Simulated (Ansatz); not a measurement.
# PNH (doublet): the correlation ladder, def2-QZVPP

One table from this session's results is given with a row withheld; the runs are named, their logs left out.

Method: def2-QZVPP, core rule «outside noble gas», up to 6 orbitals frozen; program: Ansatz 0.2.0, Gaussian basis.

The runs, in order: UHF; ROHF; CCSD(T) on UHF.

2 further runs of the same task are left out: 2 set aside as unsound or not needed.

## The geometry

The geometry is a PBE0/def2-TZVP stationary point (not a proven minimum).

3 atoms, charge 0, spin multiplicity 2.

Atoms are counted from 1 here; the program's logs count them from 0.

Bond lengths: N1–P2 1.539 Å, N1–H3 1.016 Å. Angles: P2–N1–H3 124.7°.

Set-up of the first run:

Contents of in.yaml:

```yaml
crystal:
  periodic: [false, false, false]
  atoms:
    - {symbol: N, position_ang: [0.000000, -0.117899, 1.017231]}
    - {symbol: P, position_ang: [0.000000, 0.031932, -0.514503]}
    - {symbol: H, position_ang: [0.000000, 0.657116, 1.674759]}
basis:
  gaussian: {orbitals: "def2-QZVPP.json"}
magnetization: {spin_polarized: true, initial_magnetization: 1}
hamiltonian: {xc: hf}
output: {orbitals: {seedname: orbitals}}
```

The run is started by

```console
$ ansatz run in.yaml --threads 1 --pin off --events-out ev --progress --plain --max-ram 2393MiB
```

Steps of the session up to this table: UHF; ROHF; CCSD(T) on UHF.

One table of the session follows, with a row left open; its other results are not shown here.

```
  method  from UCCSD(T) (kcal/mol)
    ROHF                   +244.77
     UHF                   +239.33
    UMP2                    +31.37
   UCCSD                         ?
UCCSD(T)                         0
```

Q: Estimate the row for UCCSD from the others.

The run gave: from UCCSD(T) (kcal/mol): +12.63. In the column «from UCCSD(T) (kcal/mol)» it lies between UCCSD(T) (0) and UMP2 (+31.37).
